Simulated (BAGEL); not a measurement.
# C2H6S2 (1,2-ethanedithiol) at B3LYP/6-31G(d) (density fitting with cc-pvqz-jkfit, spherical functions)

Aim: the energy change on altering one bond length of C2H6S2 (1,2-ethanedithiol) at B3LYP/6-31G* (density fitting with cc-pvqz-jkfit, spherical functions), from 2 runs. 

The results are computed with BAGEL 1.2.2.

## 1. The structure to begin with

C2H6S2: 10 atoms, total charge 0, spin state singlet. As SMILES, `SCCS`. Geometry: relaxed at PBE0-D4/def2-TZVP. This is a higher conformer, about 10 kJ/mol above the lowest found by a separate search.

Bond lengths: S1–C2 1.819 Å, C2–C3 1.514 Å, C3–S4 1.810 Å, S1–H5 1.342 Å, C2–H6 1.092 Å, C2–H7 1.093 Å, C3–H8 1.092 Å, C3–H9 1.092 Å, S4–H10 1.343 Å. Some angles: S1–C2–C3 110.7°, C2–C3–S4 114.4°, S1–C2–H6 108.8°, S1–C2–H7 109.6°, C3–C2–H6 109.2°, C3–C2–H7 110.3°, C2–S1–H5 95.6°, C2–C3–H8 110.2°, C2–C3–H9 110.1°, S4–C3–H8 104.5°.

## 2. A single-point energy at B3LYP/6-31G(d) (density fitting with cc-pvqz-jkfit, spherical functions)

input.json

```json
{ "bagel": [

{
  "title": "molecule",
  "basis": "6-31gs.json",
  "df_basis": "cc-pvqz-jkfit",
  "angstrom": "true",
  "geometry": [
    { "atom": "S", "xyz": [   -1.358380,    0.439560,   -1.287320 ] },
    { "atom": "C", "xyz": [   -0.269010,    0.629000,    0.156960 ] },
    { "atom": "C", "xyz": [    0.304070,   -0.708350,    0.574850 ] },
    { "atom": "S", "xyz": [    1.193920,   -1.583080,   -0.735920 ] },
    { "atom": "H", "xyz": [   -2.158550,    1.474230,   -0.985360 ] },
    { "atom": "H", "xyz": [   -0.849690,    1.044060,    0.983190 ] },
    { "atom": "H", "xyz": [    0.536230,    1.328480,   -0.079790 ] },
    { "atom": "H", "xyz": [   -0.500020,   -1.390110,    0.860310 ] },
    { "atom": "H", "xyz": [    0.958460,   -0.582070,    1.440130 ] },
    { "atom": "H", "xyz": [    2.142980,   -0.651680,   -0.927040 ] }
  ]
},
{
  "title": "ks",
  "xc_func": "b3lyp"
},
{
  "title": "print",
  "file": "orbitals.molden",
  "orbitals": "true"
}

]}
```

The basis set 6-31G* is read from a file made from the Basis Set Exchange's data (not shown).

Launch:

```
$ BAGEL_NUM_THREADS=1 BAGEL input.json > input.out
```

Output:

```text
* using 1 threads per process

  ===============================================================
  ===============================================================

  *** Geometry ***

  { "atom" : "S", "xyz" : [     -2.566966,      0.830648,     -2.432682 ] },
  { "atom" : "C", "xyz" : [     -0.508355,      1.188638,      0.296611 ] },
  { "atom" : "C", "xyz" : [      0.574609,     -1.338588,      1.086309 ] },
  { "atom" : "S", "xyz" : [      2.256182,     -2.991588,     -1.390687 ] },
  { "atom" : "H", "xyz" : [     -4.079068,      2.785891,     -1.862061 ] },
  { "atom" : "H", "xyz" : [     -1.605681,      1.972987,      1.857960 ] },
  { "atom" : "H", "xyz" : [      1.013328,      2.510463,     -0.150781 ] },
  { "atom" : "H", "xyz" : [     -0.944901,     -2.626927,      1.625750 ] },
  { "atom" : "H", "xyz" : [      1.811227,     -1.099953,      2.721451 ] },
  { "atom" : "H", "xyz" : [      4.049645,     -1.231497,     -1.751852 ] },

  Number of auxiliary basis functions:      814

  Since a DF basis is specified, we compute 2- and 3-index integrals:
    o Being stored without compression. Storage requirement is 0.038 GB

  Number of basis functions:       76
  Number of electrons      :       50

    * METHOD: MOLECULE                             0.74

  *** Kohn-Sham DFT ***

    * Removing 19249 points whose weight is below 1.00e-10
    * Grid points: 129811

  === Nuclear Repulsion ===
   212.4163750394

       - DIIS with orbital gradients will be used.

  === KS iteration (b3lyp / 6-31gs.json) ===
      0       -852.03359936          0.14688814           0.50
      1       -856.31128179          0.11481053           0.49
      2       -859.71989097          0.14620052           0.48
      3       -873.73055762          0.06824969           0.48
      4       -875.25396401          0.04437853           0.48
      5       -876.07035945          0.01532397           0.49
      6       -876.16561248          0.00534331           0.48
      7       -876.17966731          0.00272723           0.49
      8       -876.18394453          0.00107194           0.49
      9       -876.18451193          0.00018168           0.49
     10       -876.18453103          0.00003843           0.49
     11       -876.18453182          0.00001047           0.49
     12       -876.18453191          0.00000215           0.49
     13       -876.18453192          0.00000116           0.49
     14       -876.18453192          0.00000021           0.49
     15       -876.18453192          0.00000008           0.48
     16       -876.18453192          0.00000003           0.48
     17       -876.18453192          0.00000001           0.49
    * SCF iteration converged.

    * Permanent dipole moment:
           (   -0.127096,    -0.787964,    -0.903545) a.u.

    * METHOD: KS                                   9.36

    * METHOD: PRINT                                0.01

  ===============================================================
```

It took 11 s on 1 thread of Arm Neoverse V2, shared host; peak memory 0.51 GiB.

## 3. The distorted shape

dft.json

```json
{ "bagel": [

{
  "title": "molecule",
  "basis": "6-31gs.json",
  "df_basis": "cc-pvqz-jkfit",
  "angstrom": true,
  "geometry": [
    { "atom": "S", "xyz": [      -2.497252,      -0.678120,      -1.057976 ] },
    { "atom": "C", "xyz": [      -1.407882,      -0.488680,       0.386304 ] },
    { "atom": "C", "xyz": [      -0.834802,      -1.826030,       0.804194 ] },
    { "atom": "S", "xyz": [       0.055048,      -2.700760,      -0.506576 ] },
    { "atom": "H", "xyz": [      -3.297422,       0.356550,      -0.756016 ] },
    { "atom": "H", "xyz": [      -1.988562,      -0.073620,       1.212534 ] },
    { "atom": "H", "xyz": [      -0.602642,       0.210800,       0.149554 ] },
    { "atom": "H", "xyz": [      -1.638892,      -2.507790,       1.089654 ] },
    { "atom": "H", "xyz": [      -0.180412,      -1.699750,       1.669474 ] },
    { "atom": "H", "xyz": [       2.142980,      -0.651680,      -0.927040 ] }
  ]
},

{ "title": "ks", "xc_func": "b3lyp" },

{ "title": "print", "file": "orbitals.molden", "orbitals": true }

]}
```

The basis set 6-31G* is read from a file made from the Basis Set Exchange's data (not shown).

Launch:

```
$ BAGEL_NUM_THREADS=1 BAGEL dft.json > dft.out
```

Output:

```text
* using 1 threads per process

  ===============================================================
  ===============================================================

  *** Geometry ***

  { "atom" : "S", "xyz" : [     -4.719122,     -1.281461,     -1.999285 ] },
  { "atom" : "C", "xyz" : [     -2.660511,     -0.923471,      0.730009 ] },
  { "atom" : "C", "xyz" : [     -1.577547,     -3.450697,      1.519706 ] },
  { "atom" : "S", "xyz" : [      0.104026,     -5.103697,     -0.957290 ] },
  { "atom" : "H", "xyz" : [     -6.231225,      0.673782,     -1.428663 ] },
  { "atom" : "H", "xyz" : [     -3.757838,     -0.139122,      2.291357 ] },
  { "atom" : "H", "xyz" : [     -1.138828,      0.398354,      0.282616 ] },
  { "atom" : "H", "xyz" : [     -3.097057,     -4.739036,      2.059148 ] },
  { "atom" : "H", "xyz" : [     -0.340929,     -3.212062,      3.154849 ] },
  { "atom" : "H", "xyz" : [      4.049645,     -1.231497,     -1.751852 ] },

  Number of auxiliary basis functions:      814

  Since a DF basis is specified, we compute 2- and 3-index integrals:
    o Being stored without compression. Storage requirement is 0.038 GB

  Number of basis functions:       76
  Number of electrons      :       50

    * METHOD: MOLECULE                             0.65

  *** Kohn-Sham DFT ***

    * Removing 18288 points whose weight is below 1.00e-10
    * Grid points: 130772

  === Nuclear Repulsion ===
   207.6340899670

       - DIIS with orbital gradients will be used.

  === KS iteration (b3lyp / 6-31gs.json) ===
      0       -851.82809295          0.14538876           0.43
      1       -855.55944787          0.11198193           0.41
      2       -859.23977922          0.14707688           0.40
      3       -872.63567799          0.07575653           0.41
      4       -874.64056557          0.04784411           0.41
      5       -875.83149838          0.01549311           0.42
      6       -875.49349755          0.01638194           0.42
      7       -876.00587977          0.00399030           0.41
      8       -875.97856697          0.00670797           0.41
      9       -876.00164227          0.00459845           0.41
     10       -875.99788389          0.00507186           0.41
     11       -876.00890014          0.00377416           0.41
     12       -876.01960433          0.00148065           0.42
     13       -876.02093636          0.00061561           0.41
     14       -876.02113896          0.00032405           0.41
     15       -876.02120036          0.00004478           0.41
     16       -876.02120036          0.00004183           0.41
     17       -876.02120177          0.00000376           0.41
     18       -876.02120176          0.00000557           0.41
     19       -876.02120178          0.00000170           0.42
     20       -876.02120178          0.00000068           0.41
     21       -876.02120178          0.00000038           0.41
     22       -876.02120178          0.00000027           0.41
     23       -876.02120178          0.00000016           0.41
     24       -876.02120178          0.00000005           0.41
     25       -876.02120178          0.00000009           0.42
     26       -876.02120178          0.00000003           0.41
     27       -876.02120178          0.00000001           0.41
     28       -876.02120178          0.00000001           0.41
    * SCF iteration converged.

    * Permanent dipole moment:
           (    0.317039,    -0.609678,    -1.028752) a.u.

    * METHOD: KS                                  12.56

    * METHOD: PRINT                                0.01

  ===============================================================
```

Wall time 14 s (1 thread of Arm Neoverse V2, shared host); peak memory 0.51 GiB.

## 4. Summary of results

At B3LYP/6-31G* (density fitting with cc-pvqz-jkfit, spherical functions):

| quantity | value |
| --- | --- |
| first shape: total energy | -876.18453 Eh |
| first shape: dipole moment | 3.06 D |
| first shape: HOMO energy | -6.36 eV |
| first shape: LUMO energy | 0.45 eV |
| first shape: HOMO–LUMO gap | 6.81 eV |
| distorted shape: total energy | -876.02120 Eh |
| distorted shape: dipole moment | 3.14 D |
| distorted shape: HOMO energy | -6.49 eV |
| distorted shape: LUMO energy | -4.96 eV |
| distorted shape: HOMO–LUMO gap | 1.54 eV |
| energy change with the S4–H10 bond stretched from 1.343 to 2.955 Å | 4.444 eV |

What this shows: One bond (distorted shape) is far stretched, which a spin-restricted single reference describes badly; a broken-symmetry solution may lie lower. With the S4–H10 bond stretched from 1.343 to 2.955 Å the energy rises by 4.44 eV (102 kcal/mol). The first shape isn't relaxed at this level, so the change isn't measured from a minimum. A restricted reference can't describe the breaking bond well at this length.
